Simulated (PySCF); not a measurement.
# C3H5FS: the cost of one run

Programs: PySCF 2.14.0, with density-fitted response routines of our own. Each step states its level of theory. These are calculated values for one molecule in the gas phase, unless marked as measured. Atoms are numbered from 0 throughout.

**1. Starting geometry**

10 atoms, charge 0, multiplicity 1; geometry from: GFN2-xTB. The atoms were then displaced at random by about 0.01 Å, so the start is not that level's minimum.

Bonds of the start (Å): F0–C1 1.35, C1–C2 1.50, C2–C3 1.55, C3–S4 1.78, C3–C1 1.51, C1–H5 1.09, C2–H6 1.06, C2–H7 1.07, C3–H8 1.10, S4–H9 1.34.

**2. Relaxing the molecule at PBE0-D3(BJ)/def2-SVP**

The job: settings as JSON, then the geometry in Å.

```
{"job": {"xc": "PBE0", "basis": "def2-SVP", "d3": "d3bj", "grid": 1, "shake": 0.01, "kind": "geom"}, "charge": 0, "multiplicity": 1}
F     -0.865740     1.539530     1.079520
C     -0.380100     0.856220     0.026640
C     -1.024100    -0.448180    -0.329820
C      0.378750    -0.410930     0.335140
S      1.785720    -0.865800    -0.653190
H     -0.014310     1.536660    -0.741280
H     -1.830160    -0.782490     0.273900
H     -1.043870    -0.706180    -1.370320
H      0.415120    -0.717630     1.391460
H      2.629110    -0.022140    -0.033110
```

Command:

```sh
$ OMP_NUM_THREADS=1 python probes_run.py task.json out
```

This one command runs all jobs of the session in turn.

**Question.** How long does this first job take on 1 thread of Arm Neoverse V1, shared host, and how much memory does it need?

About 26 s, with a peak of 0.41 GiB.
